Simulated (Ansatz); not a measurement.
# C2H3N: the cost of one run

Method: the settings change from run to run; program: Ansatz 0.2.0, Gaussian basis.

1 further run of the same task is left out (it didn't finish).

### 1 The molecule

The geometry comes from an earlier relaxation with PBE0-D4 in a triple-zeta def2 set; it is a stationary point.

SMILES `C1=NC1`, 6 atoms, charge 0, spin multiplicity 1.

Atoms are counted from 1 here; the program's logs count them from 0.

Bond lengths: C1–N2 1.245 Å, C1–C3 1.442 Å, C1–H4 1.082 Å, N2–C3 1.527 Å, C3–H5 1.086 Å, C3–H6 1.086 Å. Angles: N2–C1–C3 68.8°, N2–C1–H4 139.1°, C3–C1–H4 152.1°, C1–N2–C3 61.7°, C1–C3–N2 49.5°, C1–C3–H5 120.6°, C1–C3–H6 120.6°, N2–C3–H5 116.4°, N2–C3–H6 116.4°, H5–C3–H6 115.9°.

### 2 B3LYP5/def2-TZVPP

Set apart from the defaults: charge +1, multiplicity 2, a grid of angular degree 23, relativity set to none, high accuracy.

in.yaml

```yaml
crystal:
  periodic: [false, false, false]
  atoms:
    - {symbol: C, position_ang: [-0.549326, -0.540537, -0.302208]}
    - {symbol: N, position_ang: [0.387364, -1.059539, 0.333681]}
    - {symbol: C, position_ang: [0.374269, 0.459184, 0.174806]}
    - {symbol: H, position_ang: [-1.444628, -0.840926, -0.830995]}
    - {symbol: H, position_ang: [1.122891, 0.881685, -0.489088]}
    - {symbol: H, position_ang: [0.151528, 1.036233, 1.067605]}
basis:
  gaussian: {orbitals: def2-TZVPP, final_grid: {core_spheres: 8, valence_spheres: 7, degree: 23}}
total_charge: 1
magnetization: {spin_polarized: true, initial_magnetization: 1}
hamiltonian: {xc: {name: B3LYP5}, pseudopotentials: {relativity: none}}
accuracy: high
```

Command:

```sh
> ansatz run in.yaml --threads 2 --pin off --events-out ev --progress --plain --max-ram 4352MiB
```

**Question.** How long does this run take on 2 threads of Arm Neoverse V1, shared host, and how much memory does it need?

About 5.5 s, with a peak of 0.47 GiB.
